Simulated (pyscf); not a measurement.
PySCF, gas phase, ωB97X-D3(BJ)/def2-SVP geometries. MP2 and CC: frozen core, UHF for open shells. ΔMP2 is the change of the MP2 total energy from the triple- to the quadruple-zeta basis.

Task: For the elementary gas-phase step H₃Si–AsH₂ (SMILES [SiH3][AsH2]) + H• (SMILES [H]) → AsH₂• (SMILES [AsH2]) + SiH₄ (SMILES [SiH4]) (doublet surface; As–Si broken, H–Si formed), what barrier and reaction energy does CCSD(T)/def2-TZVPP + ΔMP2(QZVPP) give, measured from the separated reactants?

Result: ΔE‡ = 17.9 kJ/mol, ΔE = -115.6 kJ/mol. Zero-point energy shifts the barrier by +5.1 kJ/mol. It is a substitution at Si, with an imaginary mode of 503i cm⁻¹. This is the saddle that the search found; another between the same sides may lie lower. The angle at the attacked Si is 69° (front-side attack). The CCSD(T) − MP2 part came from Ansatz, without density fitting, on the same reference. The frozen core leaves the outer d or s,p core shells of the metals and heavy elements correlated in the MP2 and CC values, and def2-TZVPP describes them poorly, which can shift differences by a few kcal/mol. Elements up to Kr have no core potential and no relativistic terms here.
